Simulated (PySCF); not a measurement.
C3H8, SMILES C(C)C. Geometry optimised at PBE-D3(BJ)/def2-SVP.

Give the equilibrium geometry at PBE-D3(BJ)/def2-SVP (PySCF confirms it by a frequency run) as Cartesian coordinates in Å, and its point group. (The exact figures need the calculation; the answer reports its results.)

point group C2v.
```xyz
11

C      1.2775     0.0000     0.2582
C      0.0000     0.0000    -0.5836
C     -1.2775     0.0000     0.2582
H      2.1889     0.0000    -0.3736
H      1.3267    -0.8935     0.9158
H      1.3267     0.8935     0.9158
H      0.0000     0.8855    -1.2567
H      0.0000    -0.8855    -1.2567
H     -2.1889     0.0000    -0.3736
H     -1.3267     0.8935     0.9158
H     -1.3267    -0.8935     0.9158
```
Charge 0, spin multiplicity 1.
